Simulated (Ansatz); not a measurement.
Working through an active-space calculation of FLi

Program: Ansatz 0.2.0, Python API.

`fli.xyz`
```text
2

Li   -0.73010    0.21470   -0.38470
F     0.75960   -0.27490    0.38870
```

Run as a notebook:

In [1]:
```python
import ansatz as az
```

In [2]:
```python
system = az.Crystal.molecule_from_extxyz('fli.xyz')
```

In [3]:
```python
setup = (
    system.calculation()
    .basis(gaussian='6-31G*')
    .scf(lower_state_search='standard')
    .correlation(active_electrons=6, active_orbitals=6)
)
for method in [None]:
    data = (setup if method is None else setup.correlation(method)).run(threads=1, pin='off').report
    space = data['configurations']
    state = space['states'][0]
    print(method or 'casscf', f'total {data["free_energy_ev"] / 27.211386246:.6f} Ha, active-space state {state["energy"]["hartree"]:.6f} Ha, mean field {data["reference_energy_ev"] / 27.211386246:.6f} Ha')
    print('  determinants', state['n_determinants'], ' natural occupations', [round(n, 3) for n in space['natural_occupations']])
```
```text
casscf total -107.021483 Ha, active-space state -107.021483 Ha, mean field -106.924373 Ha
  determinants 400  natural occupations [1.98, 1.98, 1.98, 0.02, 0.02, 0.02]
```

Reading the output:
- These settings explore the input space; basis and method may be short of convergence.
- The geometry is a force-field or estimated start, not a minimum of this method, and the basis set is short of its limit. The active space starts as a window about the frontier orbitals and is then optimised, not chosen by chemistry.
- Finished in 1 s on 1 thread of Arm Neoverse V1, with other jobs on the host, peak memory 0.13 GiB.

(Lines on the test bed's own set-up are left out of the output.)
